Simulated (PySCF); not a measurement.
C3H6NOS (charge -1).
Numbering: `[CH3:1][C@H:2]([S-:3])[C:4]([NH2:5])=[O:6]` (hydrogens: H7, H8, H9 on C1; H10 on C2; H11, H12 on N5)

Method used: PBE0-D3(BJ)/def2-SVP geometry optimisation, gas phase (PySCF).

Problem. Give the optimised bond lengths and angles.

Solution. 
```
               bond  length (pm)
              C1–C2        153.0
              C2–S3        182.3
              C2–C4        154.0
              C4–N5        134.3
              C4=O6        122.9
C1–H7, C1–H8, C1–H9        110.3
             C2–H10        110.8
             N5–H11        104.3
             N5–H12        101.0
```

Bonds in one row agree within 1 pm and their mean is given. A selection of angles:
```
     angle  degrees
  C2–C1–H7    109.1
  C2–C1–H9    111.6
  H7–C1–H8    107.2
  H7–C1–H9    109.3
  C1–C2–S3    112.4
  C1–C2–C4    107.7
 C1–C2–H10    107.0
  S3–C2–C4    115.4
 S3–C2–H10    110.6
 C4–C2–H10    103.1
  C2–C4–N5    113.0
  C2–C4–O6    122.4
  N5–C4–O6    124.5
 C4–N5–H11    112.2
 C4–N5–H12    120.0
H11–N5–H12    127.2
```

Torsions: C1–C2–C4–N5 119° (anticlinal).

C4 (amide carbonyl carbon) is planar (angles 124.5°, 122.4° and 113.0°, sum 360.0°, 0.01 Å off the plane of its three neighbours). N5 (amide nitrogen) is planar (angles 127.2°, 120.0° and 112.2°, sum 359.3°, 0.05 Å off the plane of its three neighbours). Of the pairs four or more bonds apart, S3···H11 is among the closest relative to their van der Waals radii: 2.15 Å, 72 % of the sum of Bondi's values.

Point group: C1 (no symmetry element, even within 0.4 Å). No frequency check. Torsions: C1–C2–C4–N5 119°, C2–C4–N5–H 5° and 177°.

Time: 36 s wall. Hardware: Arm Neoverse V1, one thread, no GPU, on a shared host. This is the geometry optimisation.

One conformer stands for the species.
